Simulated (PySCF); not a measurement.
Atom-mapped SMILES (the numbers label the heavy atoms): `[CH2:1]=[C:2]=[CH:3][C@@H:4]([CH3:5])[F:6]`. Hydrogens are named by the atom that carries them.

- geometry: GFN2-xTB
- NMR shieldings at PBE0/pcSseg-1/GIAO
- run in PySCF
- single conformer, no solvent model, averaged over atoms made equivalent by symmetry, fast rotation or ring inversion, non-relativistic Hamiltonian

Referencing at the same level of theory: ¹³C and ¹H against TMS; ¹⁹F vs CFCl3.

```csv
atoms,nucleus,count,δ (ppm)
H(C1),¹H,2,5.01
C2,¹³C,1,220.1
H(C4),¹H,1,5.24
H(C3),¹H,1,5.52
F6,¹⁹F,1,-192.9
C1,¹³C,1,79.4
C3,¹³C,1,?
H(C5),¹H,3,1.46
C4,¹³C,1,?
C5,¹³C,1,?
```

Question: Estimate the values marked ?.

Answer: 
- C3: 98.5 ppm, terminal carbon of a cumulated C=C=C unit
- C4: 93.6 ppm, allylic sp3 CH bonded to F; pulled downfield by the heteroatom
- C5: 25.7 ppm, methyl carbon; a saturated carbon with 1 carbon neighbour and no heteroatom attached

Shifts are as computed. Against solution values, carbons near 30 ppm lie about +3 ppm off and those near 130 ppm about +5 ppm. Of 1309 compounds with measured shifts, 239 miss one by over three times the rms of a fit or turn the order of signals round; such compounds aren't used in these exercises. Unscaled 19F shifts against computed CFCl3 carry errors that often reach 10 to 50 ppm.
